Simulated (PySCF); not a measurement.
**BO2⁻: changing the method**

What do other methods print for BO2⁻?

Program: PySCF 2.14.0. Level of theory: method and basis as typed in the scripts. These are calculated values, not measurements.

## (1) Starting geometry

BO2⁻: 3 atoms, charge -1, spin multiplicity 1.

Bond lengths: B1–O2 1.261 Å, B1–O3 1.261 Å. Angles: O2–B1–O3 180.0°.

Geometry (Å):

```
B     0.0000    0.0000    0.0000
O     1.2610    0.0000    0.0000
O    -1.2610    0.0000    0.0000
```

## (2) Base script

The input, input.py:

```python
from pyscf import gto, scf, mp

mol = gto.M(
    atom='B 0 0 0; O 1.261 0 0; O -1.261 0 0',
    basis='aug-cc-pvdz',
    charge=-1,
    spin=0,
    verbose=4,
)
mf = scf.UHF(mol)
mf.kernel()
mp.MP2(mf).kernel()
mf.dip_moment()
print('orbital energies (hartree):', [e[max(0, n-3):n+3].round(4) for e, n in zip(mf.mo_energy, mol.nelec)])
```

Started as:

```sh
> OMP_NUM_THREADS=1 python input.py
```

## (3) SCF alone

Variant 1 changes step after the SCF: mp2 → none.

Changes to input.py since step 2:

```diff
@@ -1,2 +1,2 @@
-from pyscf import gto, scf, mp
+from pyscf import gto, scf
 
@@ -11,3 +11,2 @@
 mf.kernel()
-mp.MP2(mf).kernel()
 mf.dip_moment()
```

## (4) MP2

Variant 2 changes frozen orbitals: none → 3.

Changes to input.py since step 2:

```diff
@@ -11,3 +11,3 @@
 mf.kernel()
-mp.MP2(mf).kernel()
+mp.MP2(mf, frozen=3).kernel()
 mf.dip_moment()
```

## (5) CASSCF (ROHF)

Variant 3 changes step after the SCF: mp2 → casscf; SCF type: UHF → ROHF; active space: none → 6 electrons in 6 orbitals.

The input, input.py:

```python
from pyscf import gto, scf, mcscf

mol = gto.M(
    atom='B 0 0 0; O 1.261 0 0; O -1.261 0 0',
    basis='aug-cc-pvdz',
    charge=-1,
    spin=0,
    verbose=4,
)
mf = scf.ROHF(mol)
mf.kernel()
mc = mcscf.CASSCF(mf, 6, 6)
mc.kernel()
mc.analyze()
mf.dip_moment()
print('orbital energies (hartree):', mf.mo_energy[..., max(0, mol.nelec[1]-3):mol.nelec[0]+3].round(4))
```

## (6) ROHF

Variant 4 changes SCF type: UHF → ROHF.

The input, input.py:

```python
from pyscf import gto, scf, mp

mol = gto.M(
    atom='B 0 0 0; O 1.261 0 0; O -1.261 0 0',
    basis='aug-cc-pvdz',
    charge=-1,
    spin=0,
    verbose=4,
)
mf = scf.ROHF(mol)
mf.kernel()
mp.MP2(mf).kernel()
mf.dip_moment()
print('orbital energies (hartree):', mf.mo_energy[..., max(0, mol.nelec[1]-3):mol.nelec[0]+3].round(4))
```

Q: Predict the outcome of this session. Wanted: for each run, E(SCF); from base; gap; after the SCF.

As calculated:

```
          run  E(SCF) (hartree)  from base (eV)  cycles  gap (eV)                            after the SCF
         base       -174.571841               0      10     10.59               MP2 correlation -13.321 eV
    SCF alone       -174.571841          0.0000      10     10.59                                      n/a
          MP2       -174.571841          0.0000      10     10.59  MP2 correlation -13.107 eV, core frozen
CASSCF (ROHF)       -174.571841          0.0000       9       n/a             CASSCF correlation -1.993 eV
         ROHF       -174.571841          0.0000       9       n/a               MP2 correlation -13.321 eV
```

No change of the SCF energy comes from ROHF. The dearest run is “CASSCF (ROHF)”, at 44 s against 2.6 s.
